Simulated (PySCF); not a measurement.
CH5Al.
SMILES with atom numbers: `[CH3:1][AlH2:2]` (hydrogens: H3, H4, H5 on C1; H6, H7 on Al2)

Cartesian coordinates in Å at the PBE0-D3(BJ)/def2-SVP level; atoms count from 1:
```xyz
7
CH5Al angstrom
C     -0.8581   -0.0249   -0.2492
Al     1.0261    0.0037    0.2745
H     -1.0403    0.5978   -1.1416
H     -1.4751    0.4132    0.5562
H     -1.2452   -1.0360   -0.4487
H      1.7854    1.3970    0.4223
H      1.8239   -1.3387    0.5907
```

Computed with PySCF at PBE0/pcSseg-1 and CAM-B3LYP/def2-SVPD, non-relativistic, on one gas-phase PBE0-D3(BJ)/def2-SVP geometry that isn't relaxed in the solvent. The solvent is an IEF-PCM continuum (Bondi radii, 1.10 Å for H, scaled by 1.2). The model holds no explicit solvent molecules, cavitation or dispersion.

Gas phase at PBE0/pcSseg-1: HOMO -8.13 eV, LUMO -1.35 eV, dipole 0.70 D.

What does the continuum do to the energy, the frontier levels and the dipole at PBE0/pcSseg-1 in benzene and dichloromethane?

```csv
solvent,ε,E(solvent) − E(gas) (kcal/mol),polarisation term (kcal/mol),distortion of the solute (kcal/mol),HOMO (eV),LUMO (eV),dipole (D)
benzene,2.271,-1.76,-1.85,0.09,-8.02,-1.11,0.79
dichloromethane,8.93,-3.40,-3.73,0.33,-7.97,-0.91,0.87
```

The polarisation term is half the interaction of the solute with the surface charges that it induces; the rest is the cost of distorting the solute's density. The sum is the electrostatic part of solvation alone. From benzene to dichloromethane the lowering changes by a factor 1.93, Onsager's factor (ε − 1)/(2ε + 1) by 1.83 and ε itself by 3.9.

Give the dipole vector in the frame of the coordinates (D, pointing from negative to positive charge), gas and dichloromethane.

Gas (-0.67, 0.00, -0.21), solvent (-0.83, 0.00, -0.25). Its length changes by +24 % and its direction by less than 1°.

Which Hirshfeld charges (PBE0/pcSseg-1) respond most in benzene (means over atoms taken as equivalent)?

| atoms | environment | gas (e) | solvent (e) | change |
| --- | --- | --- | --- | --- |
| Al2 | aluminium bonded to C and 2 H | +0.528 | +0.542 | +0.014 |
| H6/H7 | Al–H hydrogen | -0.176 | -0.184 | -0.008 |
| C1 | methyl carbon | -0.279 | -0.278 | +0.001 |
| H3/H4/H5 | methyl hydrogen | +0.034 | +0.035 | +0.001 |

Gas phase at CAM-B3LYP/def2-SVPD: HOMO -9.50 eV, LUMO -0.37 eV, dipole 0.70 D.

What does the continuum do to the energy, the frontier levels and the dipole at CAM-B3LYP/def2-SVPD in benzene and dichloromethane?

| solvent | ε | E(solvent) − E(gas) (kcal/mol) | polarisation term (kcal/mol) | distortion of the solute (kcal/mol) | HOMO (eV) | LUMO (eV) | dipole (D) |
| --- | --- | --- | --- | --- | --- | --- | --- |
| benzene | 2.271 | -1.77 | -1.88 | 0.11 | -9.39 | -0.12 | 0.78 |
| dichloromethane | 8.93 | -3.44 | -3.84 | 0.40 | -9.32 | 0.07 | 0.86 |

How does the static polarisability (CAM-B3LYP/def2-SVPD, frozen core, with the continuum's full static response) change?

```
         medium  isotropic (au)  principal values (au)  ⟨r²⟩ of the electrons (bohr²)
            gas            43.3       37.0, 43.3, 49.6                          178.5
        benzene            49.2       41.8, 49.7, 56.0                          178.9
dichloromethane            55.5       47.5, 56.7, 62.2                          179.4
```

The isotropic value in dichloromethane is 1.28 times the gas-phase one; no cavity-field correction is applied. ⟨r²⟩ is taken about the centre of nuclear charge.

The run took about 4 s of CPU time (one thread, shared machine). This is the whole shielding run at PBE0/pcSseg-1 in dichloromethane, SCF included.
